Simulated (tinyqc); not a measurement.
Extended Hueckel theory, for SiH4, step by step. One step of it, computed by the program tinyqc.

Question. Mulliken analysis. P = C n C^T; charge = valence electrons (H 1, Si 4) minus the sum of (P S)_ii on the atom; overlap population = 2 sum P_ij S_ij between two atoms.

coefficients:
```
              MO1        MO2        MO3        MO4        MO5        MO6        MO7        MO8
1Si 3s   0.650413   0.000000   0.000000   0.000000   0.000000   0.000000   0.000000   1.401180
1Si 3px  0.000000  -0.057335   0.223334   0.202510   1.020978  -0.620948  -0.259349   0.000000
1Si 3py  0.000000  -0.249869   0.080137  -0.159121   0.627252   1.048827  -0.041864   0.000000
1Si 3pz  0.000000   0.168683   0.194617  -0.166871   0.243709  -0.098082   1.194245   0.000000
2H 1s    0.192649  -0.180984   0.650777  -0.161335  -0.782788  -0.136453  -0.369491  -0.697448
3H 1s    0.192649   0.031161  -0.067183   0.690514  -0.062069   0.650287   0.584102  -0.697448
4H 1s    0.192649  -0.471948  -0.441371  -0.254464   0.263738  -0.731449   0.404134  -0.697448
5H 1s    0.192649   0.621771  -0.142223  -0.274715   0.581119   0.217616  -0.618744  -0.697448
```

occupations: 2.000000  2.000000  2.000000  2.000000  0.000000  0.000000  0.000000  0.000000

overlap S:
```
           1Si 3s    1Si 3px    1Si 3py    1Si 3pz     2H 1s      3H 1s      4H 1s      5H 1s
1Si 3s   1.000000   0.000000   0.000000   0.000000  0.406815   0.406815   0.406815   0.406815
1Si 3px  0.000000   1.000000   0.000000   0.000000  0.297318   0.297318  -0.297318  -0.297318
1Si 3py  0.000000   0.000000   1.000000   0.000000  0.297318  -0.297318   0.297318  -0.297318
1Si 3pz  0.000000   0.000000   0.000000   1.000000  0.297318  -0.297318  -0.297318   0.297318
2H 1s    0.406815   0.297318   0.297318   0.297318  1.000000   0.046502   0.046502   0.046502
3H 1s    0.406815   0.297318  -0.297318  -0.297318  0.046502   1.000000   0.046502   0.046502
4H 1s    0.406815  -0.297318   0.297318  -0.297318  0.046502   0.046502   1.000000   0.046502
5H 1s    0.406815  -0.297318  -0.297318   0.297318  0.046502   0.046502   0.046502   1.000000
```

Give: charges; Overlap populations.

Answer.

charges: 1Si 1.3031, 2H -0.3258, 3H -0.3258, 4H -0.3258, 5H -0.3258

Overlap populations:
```
pair      value
2-1    0.642901
3-1    0.642901
3-2   -0.023000
4-1    0.642901
4-2   -0.023000
4-3   -0.023000
5-1    0.642901
5-2   -0.023000
5-3   -0.023000
5-4   -0.023000
```
